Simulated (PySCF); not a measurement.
CH3, SMILES `[CH3]` (charge 0, multiplicity 2)

The numbers are results of TPSS-D3(BJ)/def2-TZVP // TPSS-D3(BJ)/def2-SVP run with PySCF, not measurements.

| Quantity | Value |
|---|---|
| highest occupied spin orbital | -5.50 eV |
| dipole moment | 0.00 D |
| total energy | -39.8645 Ha |
| cost | about 40 core-seconds (a rough figure) |

```xyz
4

C      0.0000     0.0002     0.0000
H      1.0424    -0.3321    -0.0017
H     -0.8090    -0.7364    -0.0022
H     -0.2334     1.0691     0.0039
```
Charge 0, spin multiplicity 2.
